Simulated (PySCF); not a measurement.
All values below come from PySCF with B3LYP-D3(BJ)/def2-TZVP // r2SCAN-D4/def2-SVP. All species are isolated molecules in the gas phase. B3LYP has the VWN-RPA correlation part, as in Gaussian. 

Reference species (SMILES): `[OH]` (neutral, multiplicity 2).

```
Item            Value
-------------  ------
dipole moment  1.77 D
```

Changed species: `[SH]` (free radical SH; the reference has free radical OH).

Question: What does the change do to the dipole moment?

Answer: the dipole moment falls by 0.91 D, to 0.86 D.
